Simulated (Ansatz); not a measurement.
Consider vertical spin-state energies of C2H7NS2, SMILES CC(N)(S)S (Ansatz 0.2.0, Python API).

`run_spin.py`
```python
'''Vertical spin-state energies of C2H7NS2.'''

import warnings

import ansatz

params = {
    'basis_set': 'cc-pVDZ',
    'functional': 'r2scan',
}


def main() -> None:
    warnings.simplefilter('ignore', ansatz.DeckWarning)

    geometry = (
        ansatz.Crystal.molecule()
        .atom('C', [-0.9404, 0.6252, 0.4407])
        .atom('C', [0.2117, -0.0918, -0.1314])
        .atom('N', [0.3104, -1.3861, 0.4807])
        .atom('S', [0.0819, -0.3213, -1.9122])
        .atom('S', [1.7291, 0.8467, 0.1687])
        .atom('H', [-1.9247, 0.1363, 0.2626])
        .atom('H', [-1.0783, 1.6612, -0.0282])
        .atom('H', [-0.8627, 0.8392, 1.5057])
        .atom('H', [-0.5349, -1.8673, 0.441])
        .atom('H', [0.5016, -1.2469, 1.5134])
        .atom('H', [1.1005, -1.0807, -2.0225])
        .atom('H', [1.4826, 1.8303, -0.6845])
    )

    job = geometry.calculation()
    job = job.basis(gaussian=params['basis_set'])
    job = job.functional(params['functional'])
    found = {}
    for unpaired in [0, 2]:
        rep = job.spin('collinear', total=unpaired).run(threads=1).report
        s = unpaired / 2
        found[unpaired] = rep['free_energy_ev']
        print(f'2S+1 = {unpaired + 1}: E = {found[unpaired]:.5f} eV, <S^2> = {abs(rep["mean_field"]["state"]["spin_squared"]):.3f} (pure state {s * (s + 1):.2f})')
    lowest = min(found, key=found.get)
    for unpaired, e in found.items():
        print(f'multiplicity {unpaired + 1}: {96.485332 * (e - found[lowest]):.1f} kJ/mol above the lowest')


if __name__ == '__main__':
    main()
```

Which spin state is lowest at this geometry, and how far above lie the others?

In order: multiplicity 1 (+0.00 eV) and multiplicity 3 (+4.63 eV), all at the one geometry.

What the script printed:

```console
$ python run_spin.py
2S+1 = 1: E = -25344.90237 eV, <S^2> = 0.000 (pure state 0.00)
2S+1 = 3: E = -25340.27735 eV, <S^2> = 2.005 (pure state 2.00)
multiplicity 1: 0.0 kJ/mol above the lowest
multiplicity 3: 446.2 kJ/mol above the lowest
```

Reading the output:
- The settings weren't tested for convergence.
- The geometry is a force-field or estimated start, not a minimum of this method, and the basis set is short of its limit. All parts are taken at fixed geometry, without zero-point energy.
- Run time: 61 s on 1 thread of Arm Neoverse V1, with other jobs on the host, peak memory 0.37 GiB.

(Lines on the test bed's own set-up are left out of the output.)
